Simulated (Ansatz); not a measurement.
# Rhombohedral A7 Bi

These are LDA (plane waves, PAW; Ansatz, a quantum-chemistry and plane-wave program) values and carry that method's errors.

Numerical settings: plane-wave cutoff 500 eV, 20×20×20 k mesh, Fermi–Dirac smearing 0.1 eV, scalar-relativistic PAW data made under PBE.

Cell: relaxed at this level.

```yaml
equilibrium_volume_per_atom: 33.48 Å³/atom
lattice_constant_a: 4.494 Å
c axis length: 11.489 Å
```

Measured, for comparison: lattice constant a 4.533 Å, lattice parameter c 11.796 Å (low temperature, zero-point motion not removed, hexagonal setting; as tabulated in Arnaud et al. (2016), arXiv:1602.08959). Computed (rounded) less measured: lattice constant a -0.9 %, lattice parameter c -2.6 %.

Spin–orbit coupling is not included; it can shift volumes and moduli of such heavy elements.

Computed values are for the static lattice.

It cost around 7 core-minutes (rough) of CPU time.
